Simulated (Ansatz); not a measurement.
AlH6P, SMILES `[AlH3-][PH3+]`. Total charge 0; spin multiplicity 1. All single points use the PBE0-D4/def2-TZVP geometry.

```xyz
8

Al    0.207   -1.113   -0.894
P    -0.154    0.827    0.665
H    -1.333   -1.370   -1.237
H     1.108   -0.333   -1.959
H     0.927   -2.072    0.162
H     0.966    1.433    1.268
H    -0.938    0.638    1.821
H    -0.782    1.989    0.174
```

Question: What is the dipole moment at PBE/def2-TZVPP? (Estimate.)

Answer: The calculation gave: 4.03 D, with components (-0.58, 3.11, 2.50) D in this frame, pointing from negative to positive charge.

Question: And with r2SCAN, B3LYP, ωB97M-V? (Estimate.)

Answer: Ansatz gave: r2SCAN 4.17 D, B3LYP 4.09 D, ωB97M-V 4.10 D.

Question: Give the Mulliken charges with PBE, ωB97M-V, r2SCAN in def2-TZVPP. (Best estimate.)

Answer: Ansatz gave: 
```json
{"atom": "Al1", "PBE": "0.21", "ωB97M-V": "0.21", "r2SCAN": "0.36"}
{"atom": "P2", "PBE": "0.01", "ωB97M-V": "-0.03", "r2SCAN": "0.08"}
{"atom": "H3", "PBE": "-0.15", "ωB97M-V": "-0.15", "r2SCAN": "-0.20"}
{"atom": "H4", "PBE": "-0.15", "ωB97M-V": "-0.15", "r2SCAN": "-0.20"}
{"atom": "H5", "PBE": "-0.15", "ωB97M-V": "-0.15", "r2SCAN": "-0.20"}
{"atom": "H6", "PBE": "0.08", "ωB97M-V": "0.09", "r2SCAN": "0.05"}
{"atom": "H7", "PBE": "0.08", "ωB97M-V": "0.09", "r2SCAN": "0.05"}
{"atom": "H8", "PBE": "0.08", "ωB97M-V": "0.09", "r2SCAN": "0.05"}
```

B3LYP here is the variant with VWN-RPA as its local correlation; programs differ in this.
